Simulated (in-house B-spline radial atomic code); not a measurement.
Results of a calculation; reference values are marked as such.
## H ion on C atom: potential, deflection and energy transfer

The pair potential comes from two frozen, spherical free-atom densities (PBE, B-spline radial code, scalar-relativistic past argon): electrostatics plus the change in Thomas-Fermi kinetic and Dirac exchange energy where they overlap, the recipe behind the universal ZBL potential, which averages such potentials (from solid-state densities) over many pairs. It is written V = (Z1 Z2 e²/r) φ(r/a), with e² = 14.3996 eV·Å and a = 0.46850 Å/(Z1^0.23 + Z2^0.23); ZBL's fit is φ = 0.18175 e^(−3.1998x) + 0.50986 e^(−0.94229x) + 0.28022 e^(−0.4029x) + 0.02817 e^(−0.20162x). Where φ falls below 4e-4 it is continued as an exponential.

Masses 1.01 and 12.01 u.

| x = r/a | φ, this pair | φ, ZBL |
| --- | --- | --- |
| 0.1 | 0.9133 | 0.8928 |
| 0.25 | 0.7978 | 0.7647 |
| 0.5 | 0.6541 | 0.6096 |
| 1 | 0.4849 | 0.4164 |
| 1.5 | 0.3776 | 0.2995 |
| 2 | 0.2932 | 0.2218 |
| 3 | 0.1706 | 0.1292 |
| 4 | 0.09807 | 0.08026 |
| 5 | 0.05791 | 0.05224 |
| 6.5 | 0.02815 | 0.02914 |
| 8 | 0.01425 | 0.01705 |
| 10 | 0.005409 | 0.008778 |
| 12 | 0.001567 | 0.00474 |

Q: At x = 1 the electrostatic, kinetic and exchange parts are 195.54, 36.28 and -7.39 eV. Find r, V and φ.

A: a = 0.46850/(1.0000 + 1.5100) = 0.18665 Å, so r = 0.18665 Å. V = 195.54 + 36.28 + (-7.39) = 224.43 eV. The bare repulsion is 1 × 6 × 14.3996/0.18665 = 462.88 eV, so φ = 0.4849, +16.4 % against ZBL's 0.4164. The kinetic (Pauli) term is 16 % of V here.

Q: The ion comes in at 0.5018 keV with impact parameter 0.0933 Å. The scattering integral gives a centre-of-mass angle of 65.88° and a closest approach of 0.8315 a. What are the reduced energy, the energy passed on and the laboratory angles?

A: ε = E a M2/(Z1 Z2 e² (M1 + M2)) = 501.8 × 1.9928e-03 = 1. The most that one collision can pass on is γE with γ = 4 M1 M2/(M1 + M2)² = 0.2862. Here T = γE sin²(θ/2) = 0.2862 × 501.8 × 0.2957 = 42.47 eV. The ion turns by arctan(sin θ/(cos θ + M1/M2)) = 61.6°, and the struck atom leaves at (180° − θ)/2 = 57.1°. The closest approach is 0.155 Å. With ZBL the angle would be 63.04° and T = 39.25 eV.
